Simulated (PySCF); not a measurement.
CH₄O.

```xyz
6

C     -0.0202     0.6654     0.0000
O      0.1222    -0.7482     0.0000
H     -0.5443     1.0284     0.8912
H      0.9857     1.0830     0.0000
H     -0.5443     1.0284    -0.8912
H     -0.7535    -1.1467     0.0000
```

Geometry optimised at B3LYP-D3(BJ)/def2-TZVP.

Method: HF/pcSseg-2 (PySCF). Non-relativistic, no solvent.

Task: Give the absolute GIAO shielding of each atom: isotropic value and principal components (ppm). (The exact figures need the calculation; the answer reports its results.)

Result: 
```csv
atom,σ(iso),σ11,σ22,σ33,span
C1,142.3,116.7,122.2,188.0,71.3
O2,337.7,292.3,316.6,404.4,112.1
H3,28.7,24.9,26.9,34.2,9.3
H4,28.6,25.3,26.7,33.8,8.5
H5,28.7,24.9,26.9,34.2,9.3
H6,31.5,21.8,27.6,45.1,23.3
```
